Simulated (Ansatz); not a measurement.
# Multireference treatment of NH₃, singlet

Calculated in Ansatz's Gaussian-basis code. Basis aug-cc-pVTZ, nonrelativistic, no frozen core. State-specific CASSCF; RHF is the lowest restricted (open-shell) Hartree–Fock solution met. Solutions may break the symmetry of the shape. Lower solutions, or ones in other orbitals, may exist.

Geometry:

| atom | x (Å) | y (Å) | z (Å) |
| --- | --- | --- | --- |
| N | 0.0000 | 0.0000 | 0.0000 |
| H | 0.9375 | 0.0000 | -0.3810 |
| H | -0.4688 | 0.8119 | -0.3810 |
| H | -0.4688 | -0.8119 | -0.3810 |

**Question.** What do CASSCF and its corrections give against RHF in CAS(8,7), and what are the occupations?

**Answer.** CASSCF -2.035 eV, SC-NEVPT2 -6.498 eV; occupations 2.00, 1.98, 1.98, 1.98, 0.02, 0.02, 0.02.

**Question.** Roughly how much CPU time does a whole run from the default start take (median of such runs, summed over threads; nearly all runs on one pinned thread of a shared server, mostly Xeon at 2.3 to 2.6 GHz, by a development driver)?

**Answer.** CAS(8,7): about 2.8 s. Other jobs ran beside these, and the count of passes differs.
